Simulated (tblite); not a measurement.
Hydrazine, N₂H₄.
Bonds: N1–N2. Hydrogens: H3, H4 on N1; H5, H6 on N2.

Computed with GFN2-xTB (tblite), gas phase: Langevin dynamics at 300 K from the optimised GFN2-xTB geometry, time step 0.5 fs, friction 0.01 fs⁻¹, 2000 steps.

Start geometry:
```
atom  x, y, z in Å
N1     -0.689   -0.158    0.249
N2      0.699    0.164    0.219
H3     -1.202    0.702    0.424
H4     -1.026   -0.559   -0.628
H5      1.220   -0.692    0.392
H6      1.001    0.545   -0.679
```

The statistics below take the 31 frames saved every 25 fs from 250 to 1000 fs; their kinetic temperature (all 3N coordinates) averages 269 K.

**Question.** Give the mean, spread and extremes of the bond lengths.

**Answer.** 
```tsv
bond	start (Å)	mean (Å)	standard deviation (Å)	shortest (Å)	longest (Å)
N1–N2	1.425	1.442	0.028	1.386	1.494
N1–H3	1.016	1.019	0.031	0.972	1.075
N1–H4	1.022	1.024	0.022	0.974	1.080
N2–H5	1.016	1.023	0.015	0.997	1.063
N2–H6	1.022	1.022	0.031	0.960	1.106
```

**Question.** How far does each atom move about its mean position (frames aligned on the start, all atoms weighted alike), and what rms force does it feel?

**Answer.** 
```
atom  rms displacement (Å)  rms force (eV/Å)
  N1                  0.17              1.80
  N2                  0.16              1.77
  H3                  0.51              1.26
  H4                  0.50              0.90
  H5                  0.50              0.68
  H6                  0.49              1.16
```

The displacements run from 0.16 to 0.51 Å.

The run is classical and short, so these are rough statistics of one trajectory.

The cost below is that of the whole dynamics run. On AMD EPYC, one thread (shared host), this took 16 s wall, 12 s CPU and 0.19 GiB of memory at its peak.
